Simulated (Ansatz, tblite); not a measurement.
Forces on [B(CN)H3]- (CH₃BN⁻) at its r2SCAN-D4/def2-TZVPD geometry. The state is a singlet with charge -1.

The xTB rows come from tblite.

GFN1-xTB (tblite), largest force 0.54 eV/Å:

```xyz
6
positions Å, forces eV/Å
B     0.086   -0.499   -0.119   -0.049    0.281    0.067
C    -0.175    1.014    0.242   -0.011    0.062    0.015
N    -0.368    2.130    0.508    0.090   -0.520   -0.124
H    -0.895   -1.160    0.200    0.104    0.089   -0.031
H     1.072   -0.891    0.495   -0.111    0.060   -0.063
H     0.280   -0.594   -1.325   -0.024    0.028    0.136
```

GFN2-xTB (tblite), largest force 0.68 eV/Å:

```
B -0.048 0.275 0.066
C -0.035 0.205 0.049
N 0.114 -0.657 -0.157
H 0.010 0.064 0.006
H -0.028 0.059 0.000
H -0.013 0.053 0.036
```

CAM-B3LYP-D4/def2-TZVPD (Ansatz), largest force 1.38 eV/Å:

```
B 0.046 -0.270 -0.064
C -0.229 1.324 0.316
N 0.201 -1.165 -0.278
H 0.070 0.057 -0.021
H -0.073 0.037 -0.042
H -0.016 0.016 0.090
```
